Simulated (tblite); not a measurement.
C2H3O2P.
Numbering: `[O:1]=[C:2]=[P:3][CH2:4][OH:5]` (hydrogens: H6, H7 on C4; H8 on O5)

Cartesian coordinates in Å at the GFN2-xTB level; atoms count from 1:
```xyz
8
C2H3O2P angstrom
O      2.776   -0.080   -0.538
C      1.845   -0.203    0.142
P      0.638   -0.391    1.237
C     -0.791   -0.288   -0.040
O     -0.958    0.982   -0.569
H     -1.682   -0.643    0.493
H     -0.578   -0.961   -0.871
H     -1.241    1.595    0.120
```

All values are computed: GFN2-xTB (tblite) harmonic vibrations without scaling, gas phase. Against measured fundamentals such values can be off by several per cent, at times by over 20. One conformer, not necessarily the lowest.

Harmonic wavenumbers (cm⁻¹): 57.9, 105.5, 300.0, 359.1, 388.1, 477.8, 628.2, 814.0, 884.2, 1071.7, 1110.0, 1245.5, 1300.6, 1433.2, 2077.1, 2884.4, 2985.5, 3519.3.

A = 6819, B = 2794, C = 2148 MHz; mass 89.987 u (most abundant isotopes); point group C1, symmetry number 1.

Task: What is the zero-point energy?

Result: Half the sum of the wavenumbers: 10821 cm⁻¹ = 30.94 kcal/mol.

Task: Entropy at 273.15 K, 1 bar (ideal gas, RRHO, classical rotation)?

Result: Translation 38.99, rotation 26.20, vibration 12.00: S = 77.2 cal/(mol K).

Task: And Cp and H(273.15 K) − H(0)?

Result: Cp = 20.08 cal/(mol K), of which vibrations give 12.13 (their classical limit is 18 R = 35.8); H(273.15 K) − H(0) = 3.89 kcal/mol without the zero-point energy, 1.72 from vibrations.

Task: Blend soft modes into free rotors: weight 1/[1 + (100 cm⁻¹/ν̃)⁴] for the oscillator and the rest for a rotor with moment μB/(μ + B), μ = h/(8π²ν), B = 10⁻⁴⁴ kg m². What vibrational entropy results?

Result: 10.86 cal/(mol K) in place of 12.00, which changes −T·S at 273.15 K by +0.31 kcal/mol.

Task: How do the functions run with temperature in this model?

Result: 
| T (K) | S (cal/(mol K)) | Cp (cal/(mol K)) | H − H(0) (kcal/mol) | G − H(0) (kcal/mol) | ln q(vib) |
| --- | --- | --- | --- | --- | --- |
| 50 | 53.3 | 10.5 | 0.45 | -2.21 | 0.26 |
| 100 | 61.2 | 12.6 | 1.03 | -5.09 | 0.84 |
| 298.15 | 79.0 | 21.0 | 4.40 | -19.15 | 3.16 |
| 373.15 | 84.0 | 23.6 | 6.08 | -25.27 | 4.02 |
| 500 | 91.4 | 27.2 | 9.31 | -36.41 | 5.41 |
| 750 | 103.4 | 32.0 | 16.76 | -60.83 | 7.96 |
| 1000 | 113.1 | 35.1 | 25.17 | -87.93 | 10.25 |

q(vib) and H(0) count from the zero-point level.

Hindered rotation and anharmonicity are outside this model. Other conformers, if any are populated, would add a mixing term that is left out. The structure is chiral; the term R ln 2 for an equal mix with its mirror image is left out.
